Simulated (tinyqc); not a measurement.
Worked calculation: Hueckel theory of the pi electrons, for the molecule [cH+]1nn1 (SMILES; centres numbered as the heavy atoms are written). One step of it, computed by the program tinyqc.

Task: Energy, charges, bond orders. E = sum n x; q_r = z_r - P_rr; bond order p = P_rs; free valence = sqrt(3) - sum of p over the bonds of the atom.

x values: 2.469787  -0.520000  -0.809787

occupations: 2.000000  0.000000  0.000000

charge and bond-order matrix P:
```
          1C        2N        3N
1C  0.493837  0.609835  0.609835
2N  0.609835  0.753082  0.753082
3N  0.609835  0.753082  0.753082
```

Centres:

| centre | z_r, pi electrons of the neutral centre | h |
|---|---|---|
| 1C | 1 | 0.000000 |
| 2N | 1 | 0.570000 |
| 3N | 1 | 0.570000 |

Bonds:

| i | j | k |
|---|---|---|
| 1 | 2 | 1 |
| 2 | 3 | 1.090000 |
| 3 | 1 | 1 |

Give: pi energy = 2 alpha + this times beta; pi charges; Bond orders and lengths from R = 1.517 - 0.180 p; free valence of the carbons; gap between the highest filled and the next level.

Result:

pi energy = 2 alpha + this times beta = 4.9396

pi charges: 1C 0.5062, 2N 0.2469, 3N 0.2469

Bond orders and lengths from R = 1.517 - 0.180 p (angstrom, C-C alone):

| bond | p | R |
|---|---|---|
| 1-2 | 0.6098 | - |
| 2-3 | 0.7531 | - |
| 3-1 | 0.6098 | - |

free valence of the carbons: 1C 0.5124

gap between the highest filled and the next level = 2.9898 |beta|
